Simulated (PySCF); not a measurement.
Compound: CH3CH2CF(CH3)2, C₅H₁₁F.
Numbering: `[CH3:1][CH2:2][C:3]([CH3:4])([CH3:5])[F:6]` (hydrogens: H7, H8, H9 on C1; H10, H11 on C2; H12, H13, H14 on C4; H15, H16, H17 on C5)

Computed by this run: PBE0-D3(BJ)/def2-SVP geometry optimisation, gas phase (PySCF); density fitting, grid level 1; the optimiser is geomeTRIC in internal coordinates, started from an MMFF94s structure.

Step 0: E = -8067.1690 eV
```
atom  x, y, z in Å  |  force x, y, z in eV/Å
C1      2.0013   -0.4910    0.1692   -0.125   0.163  -0.151
C2      0.9179    0.4913   -0.2553    0.190  -0.463   0.386
C3     -0.4742    0.1597    0.3013   -0.289   0.245  -1.262
C4     -1.4764    1.2388   -0.1021    0.105  -0.058   0.185
C5     -0.9783   -1.2166   -0.1213    0.090   0.074   0.197
F6     -0.3967    0.1709    1.6656    0.134  -0.027   0.921
H7      2.9804   -0.1382   -0.1708    0.190   0.015  -0.035
H8      2.0383   -0.5923    1.2583   -0.032  -0.026   0.180
H9      1.8387   -1.4808   -0.2674    0.010  -0.239  -0.036
H10     1.2148    1.4849    0.1029   -0.179   0.245   0.027
H11     0.8864    0.5389   -1.3504   -0.175   0.065  -0.173
H12    -1.6006    1.2890   -1.1886    0.009  -0.023  -0.163
H13    -2.4546    1.0471    0.3521   -0.149  -0.143   0.042
H14    -1.1519    2.2213    0.2575    0.162   0.145   0.011
H15    -0.3538   -2.0125    0.2959    0.214  -0.081   0.008
H16    -1.0019   -1.3200   -1.2107    0.021   0.013  -0.173
H17    -1.9894   -1.3904    0.2637   -0.175   0.097   0.035
```

Task: Estimate the geometry and energy of step 1. (The exact step hangs on the optimiser's Hessian estimate; all steps are aligned on step 0, rigid shifts and turns removed.)

Result: E = -8067.2085 eV, largest force 0.109 eV/Å
```
atom  x, y, z in Å  |  force x, y, z in eV/Å
C1      2.0050   -0.4937    0.1747    0.011  -0.031   0.021
C2      0.9166    0.4747   -0.2595   -0.004   0.048   0.001
C3     -0.4812    0.1630    0.2788    0.056  -0.052  -0.078
C4     -1.4762    1.2489   -0.0971    0.024   0.000   0.014
C5     -0.9783   -1.2157   -0.1248   -0.043  -0.012   0.018
F6     -0.3866    0.1655    1.6723   -0.018   0.008   0.061
H7      2.9947   -0.1344   -0.1473   -0.028  -0.017   0.011
H8      2.0218   -0.5947    1.2709   -0.017   0.018  -0.033
H9      1.8659   -1.4987   -0.2547    0.000   0.036   0.011
H10     1.1754    1.4914    0.0834   -0.016  -0.022  -0.018
H11     0.8651    0.5216   -1.3605   -0.028   0.016   0.007
H12    -1.6063    1.3043   -1.1884    0.007  -0.011   0.012
H13    -2.4558    1.0409    0.3599    0.031   0.000  -0.010
H14    -1.1302    2.2307    0.2619    0.008  -0.047  -0.009
H15    -0.3200   -2.0038    0.2696   -0.005   0.051  -0.013
H16    -1.0228   -1.3143   -1.2200   -0.002   0.013   0.014
H17    -1.9873   -1.3857    0.2807    0.024   0.002  -0.009
```

The energy changes by -0.0395 eV. The first-order estimate −F·Δx gives -0.0783 eV and the mean of the old and new forces, exact on a quadratic surface, -0.0396 eV. The step makes an angle of 66° with the force vector and moves no atom by more than 0.044 Å.

The cost below is that of the whole optimisation. Hardware: one thread, x86-64 server (shared host). Cost: 43 s wall.
